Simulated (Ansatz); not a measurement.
Compare A (`NC=C=C=O`) with its isomer B (`C#C/N=C/O`).

Program: Ansatz. Geometries: PBE0-D4/def2-TZVP. ΔE: electronic, gas phase. CCSD(T)/CBS is the MP2 limit (def2-TZVPP, def2-QZVPP) plus CCSD(T) − MP2 in def2-TZVPP, frozen cores. DFT in def2-TZVPP. B3LYP here is the variant with VWN-RPA as its local correlation; programs differ in this. One conformer a species, not always the lowest.

(1) Which is lower in electronic energy at CCSD(T)/CBS, and by how much? (Estimate.)

(2) Give E(B) − E(A) in kJ/mol with HF/def2-TZVPP, ωB97M-V, PBE0-D4, r2SCAN-D4, B3LYP-D4, CCSD(T)/def2-SVP, PBE-D4. (Estimate.)

(3) Does the order hold for the free energy at 298.15 K (harmonic terms from PBE0-D4)? (An estimate is asked.)

Largest T1 diagnostic: 0.019.

Results:

(1) Computed: A, by 60.0 kJ/mol.

(2) Ansatz gave: HF/def2-TZVPP 44.7, ωB97M-V 67.4, PBE0-D4 84.8, r2SCAN-D4 97.5, B3LYP-D4 83.9, CCSD(T)/def2-SVP 62.7, PBE-D4 98.3. None reverses the order clearly.

(3) Computed: Yes: G(B) − G(A) = +58.1 kJ/mol, for one conformer each.

From r2SCAN to r2SCAN0 (25 % exact exchange), in def2-TZVPP and without D4, E(B) − E(A) moves by −13.4 kJ/mol. Leaving LDA and LC-ωPBE aside and taking each functional with its dispersion term where it has one, the values, not all of them listed here, spread over 31.1 kJ/mol, from ωB97M-V to revPBE-D4. LDA lies −4.2 kJ/mol from PBE without D4.
